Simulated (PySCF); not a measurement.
## Nonlinear optical response: SMILES [C-]#[N+]/C=C/C=C, C5H5N

Cartesian coordinates in Å; atom numbers follow the order of the lines, from 1:
```xyz
11

C     3.705    0.266   -0.216
N     2.555    0.371   -0.404
C     1.232    0.500   -0.630
C     0.305   -0.092    0.136
C    -1.109    0.039   -0.098
C    -2.030   -0.549    0.661
H     0.976    1.120   -1.481
H     0.616   -0.702    0.974
H    -1.404    0.652   -0.939
H    -3.083   -0.438    0.468
H    -1.757   -1.164    1.503
```

Theory: quadratic response PBE0/def2-SVPD first hyperpolarisability, Taylor convention, gas phase in PySCF 2.14.0. Geometry: GFN2-xTB.

Q: What is the first hyperpolarisability, and how does it disperse?

A: In 10⁻³⁰ esu, Taylor convention; the vector part is βᵢ = ⅓ Σⱼ (βᵢⱼⱼ + βⱼᵢⱼ + βⱼⱼᵢ); β∥ is 3/5 of the vector part along the dipole, the dipole points from − to +:
```tsv
process	λ (nm)	β vector norm	β∥	β HRS	depolarisation ratio
static β(0;0,0)	∞	1.85	1.10	0.93	3.15
second harmonic β(−2ω;ω,ω)	1907	2.02	1.20	1.01	3.19
Pockels β(−ω;ω,0)	1907	1.90	1.13	–	–
second harmonic β(−2ω;ω,ω)	1064	2.51	1.50	1.23	3.30
Pockels β(−ω;ω,0)	1064	2.03	1.21	–	–
```

Q: Which lowest excitations, dipole and polarisabilities go with it?

A: S1 5.19 eV (f = 0.860); S2 5.83 eV (f = 0.014); S3 6.18 eV (f = 0.000); dipole 3.96 D; isotropic α 76.5 au static, 77.0 au at 1907 nm, 78.1 au at 1064 nm, 78.6 au at 953.5 nm, 84.1 au at 532 nm.
